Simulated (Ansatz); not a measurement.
hcp Hf was calculated with Hartree–Fock in Ansatz (plane waves, PAW).

Input file:

Ansatz 0.2 input:
```yaml
crystal:
  lattice:
    - [1.6842094131, -2.9171362741, 0.0]
    - [1.6842094131, 2.9171362741, 0.0]
    - [0.0, 0.0, 5.2666133388]
  atoms:
    - { symbol: Hf, position: [0.3333333333, 0.6666666667, 0.25] }
    - { symbol: Hf, position: [0.6666666667, 0.3333333333, 0.75] }
basis:
  ecutwfc: 460
  ecutrho_ratio: 4
  xc_grid: 2
kpoints:
  mp_grid: { grid: [12, 12, 6] }
hamiltonian:
  xc: hf
  dispersion: none
  pseudopotentials: { kind: paw }
scf:
  occupations: { method: fermi_dirac, width: 0.05 }
output:
  forces: true
  stress: true
  eigenvalues: true
relax:
  f_tol: 0.01
  escape_saddle: false
  max_steps: 80
  cell: { stress_tol: 0.05, fix: [volume] }
```

From the output:

```
Relaxation: its limit of steps is 80 (relax.max_steps)
Crystal: 2 atoms, lattice volume = 51.750 Å³
Basis set: ecut = 460 eV, 1141 PW (Γ), exchange–correlation on 48×48×80 points (8 copies of the dense FFT grid, shifted against one another)
Bands: 32, of which v1, the nominal top of the filled ones, is band 26 counted from 1 (25 counted from 0)
Symmetry: 24 space group operations
Space group: P63/mmc (ITA 194), of the structure as read, at distance tolerance 3.7e-5 Å
k-points: 76 of 864
Functional: x = pbe(κ = 0.804, μ = 0.2195149727645171), c = none, warm-up for x = 0 pbe(κ = 0.804, μ = 0.2195149727645171) + 1 exact, c = none
SCF iter   1: F=—  HF=-31206.905886 eV  |F-HF|=—  |Δ(HF+E_count)|=         —  Δρ=6.68e-3  dr2=1.67e-2
SCF iter   2: F=—  HF=-31206.903098 eV  |F-HF|=—  |Δ(HF+E_count)|=   2.79e-3  Δρ=3.27e-3  dr2=5.26e-3
  ...
SCF 1 converged in 11 iterations: F = -31206.902656 eV  dr2 = 6.42e-13
Crystal: 2 atoms, lattice volume = 51.750 Å³
Initial density: handed on by an earlier stage of this run
Functional: x = 0 pbe(κ = 0.804, μ = 0.2195149727645171) + 1 exact, c = none
  ...
Crystal: 2 atoms, lattice volume = 51.750 Å³
Crystal: 2 atoms, lattice volume = 51.750 Å³
Crystal: 2 atoms, lattice volume = 51.750 Å³
Crystal: 2 atoms, lattice volume = 51.750 Å³
SCF 25 converged in 2 iterations: F = -31192.665968 eV  dr2 = 8.74e-12
Crystal: 2 atoms, lattice volume = 51.750 Å³
Crystal: 2 atoms, lattice volume = 51.750 Å³
SCF 27 converged in 6 iterations: F = -31192.665975 eV  dr2 = 1.40e-11
Crystal: 2 atoms, lattice volume = 51.750 Å³
SCF 28 converged in 30 iterations: F = -31192.665975 eV  dr2 = 1.17e-14
Crystal: 2 atoms, lattice volume = 51.750 Å³
SCF 29 converged in 2 iterations: F = -31192.665975 eV  dr2 = 7.71e-12
Crystal: 2 atoms, lattice volume = 51.750 Å³
SCF iter   2: F=—  HF=-31192.665975 eV  |F-HF|=—  |Δ(HF+E_count)|=  4.37e-11  Δρ=1.43e-7  dr2=7.45e-12
SCF iter   3: F=-31192.665975 eV  HF=-31192.665975 eV  |F-HF|=7.28e-12  |Δ(HF+E_count)|=    0.00e0  Δρ=1.48e-8  dr2=4.60e-14
SCF 30 converged in 3 iterations: F = -31192.665975 eV  dr2 = 4.60e-14
Free energy (F): -31192.665975 eV
Internal energy: -31192.665557 eV  (E = F + TS)
E sigma→0 (E₀):  -31192.665766 eV
Fermi energy:    19.521060 eV
--- Forces (eV/Å), atoms counted from 1 ---
  atom   1  Hf     0.00000000    -0.00000000     0.00000000
  atom   2  Hf     0.00000000     0.00000000     0.00000000
--- Stress (GPa, compression-positive) ---
       -2.589265      -0.000000       0.000000
       -0.000000      -2.589265       0.000000
        0.000000       0.000000      -2.595499
  P = ⅓ Tr σ = -2.5913 GPa (-25.913 kbar)
```

The cell is one volume of an energy–volume scan, off the minimum.

The PAW data were made under PBE.

Note: the cell is over a tenth larger than the published one (another phase or state, or a fault of the published cell, is possible).

Ansatz is a program for electronic structure.
